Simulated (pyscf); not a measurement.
H₂B–O–BH₂ + HF -> H₂B–F + H₂B–OH, a four-centre exchange (singlet surface; B–O, F–H broken, B–F, H–O formed). Optimised with ωB97X-D3(BJ)/def2-SVP in PySCF. MP2 and CC: frozen core, UHF for open shells. ΔMP2 is the change of the MP2 total energy from the triple- to the quadruple-zeta basis. Energies in kcal/mol from the separated reactants.

Small-basis levels: PySCF, no dispersion term, spherical d functions. AM1 to PM7: differences of heats of formation from MOPAC. 

| level | barrier | reaction energy |
|---|---|---|
| HF/STO-3G | -15.4 | -15.7 |
| HF/3-21G | -8.6 | -12.8 |
| MP2/6-31G* | 2.3 | -12.0 |
| SVWN5/6-31G* | -16.7 | -11.7 |
| BP86/6-31G* | -2.8 | -13.2 |
| PBE/6-31G* | -5.0 | -13.6 |
| B3LYP/STO-3G | -44.9 | -24.1 |
| B3LYP/LANL2DZ | 6.2 | +0.5 |
| B3LYP/6-31G* | 1.1 | -13.5 |
| B3LYP/def2-SVP | 2.5 | -11.3 |
| PM3 | 16.1 | -0.6 |
| PM6 | 9.8 | +5.0 |
| CCSD(T)/def2-TZVPP + ΔMP2(QZVPP) | 9.3 | -7.6 |

Against the last row the barrier runs from -54.3 (B3LYP/STO-3G) to +6.8 kcal/mol (PM3); PM6 happens to lie closest here (0.5 kcal/mol apart). At HF/STO-3G, HF/3-21G, SVWN5/6-31G*, BP86/6-31G*, PBE/6-31G*, B3LYP/STO-3G this geometry lies under one side, so the entry may be no barrier of that level: it is a single point on another level's saddle. CCSD(T)/def2-TZVPP + ΔMP2(QZVPP) has limits of its own. On the product side the descent ends in a complex, 5.8 kcal/mol under the separated species and 21.9 kcal/mol under the saddle at ωB97X-D3(BJ)/def2-TZVP. This is the saddle that the search found; another between the same sides may lie lower. The CCSD(T) − MP2 part came from Ansatz, without density fitting, on the same reference.
